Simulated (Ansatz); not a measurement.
## Scan of [H···H···Si], triplet

Starting geometry:

```xyz
3

H     0.0000    0.0000   -1.1670
H     0.0000    0.0000   -0.4220
Si    0.0000    0.0000    1.5890
```

From there H2 is moved from one fragment to the other while all else, the fragments' distance too, stays fixed; atoms are numbered as listed. Energies are in eV, counted from the starting geometry at the same level. Kohn–Sham curves are unrestricted where that lies lower.

Basis cc-pVTZ; Ansatz 0.2.0. Correlated methods freeze the noble-gas cores.

A value is left out where its run failed or describes another state than the reference as far as symmetry and spin tell, or, spin-broken singlets apart, can't be checked. The reference follows the lowest state, whose symmetry changes from Σ⁻ or Δ to Π between 1.071 and 1.153.

Full CI is exact within this basis and frozen core; it isn't the basis-set limit.

```
distance H1-H2 (Å)  full CI   PBE0  B3LYP  CAM-B3LYP  wB97M-V  B2PLYP  PBE-QIDH
             0.693    0.037  0.058  0.046      0.045    0.035   0.035     0.038
             0.745    0.000  0.000  0.000      0.000    0.000   0.000     0.000
             0.827    0.126  0.095  0.113      0.119    0.133   0.131     0.129
             0.908    0.389  0.331  0.365      0.382    0.409   0.401     0.400
             0.990    0.732  0.656  0.703      0.739    0.778   0.758     0.762
             1.071    1.110      –      –          –        –       –         –
             1.153    1.380  1.212  1.184      1.214    1.303   1.276     1.334
             1.234    1.514  1.362  1.329      1.344    1.438   1.406     1.456
             1.316    1.676  1.550  1.514      1.511    1.605   1.571     1.611
```
